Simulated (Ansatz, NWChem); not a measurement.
How basis sets differ on SiO (SMILES O=[Si])

SiO, singlet, SMILES `O=[Si]`. Each level relaxes the structure for itself.

Quantity: the equilibrium bond length, in Å. The values are calculated.

```tsv
level	kind	program	value (Å)
HF/STO-3G	Hartree–Fock	Ansatz	1.474
HF/3-21G	Hartree–Fock	Ansatz	1.536
HF/aug-pcseg-0	Hartree–Fock	NWChem	1.555
HF/6-31G* (Cartesian functions)	Hartree–Fock	Ansatz	1.487
HF/aug-pcseg-1	Hartree–Fock	NWChem	1.498
HF/cc-pVTZ	Hartree–Fock	Ansatz	1.484
HF/aug-pcseg-2	Hartree–Fock	NWChem	1.479
```

The values span 1.474 to 1.555 Å.
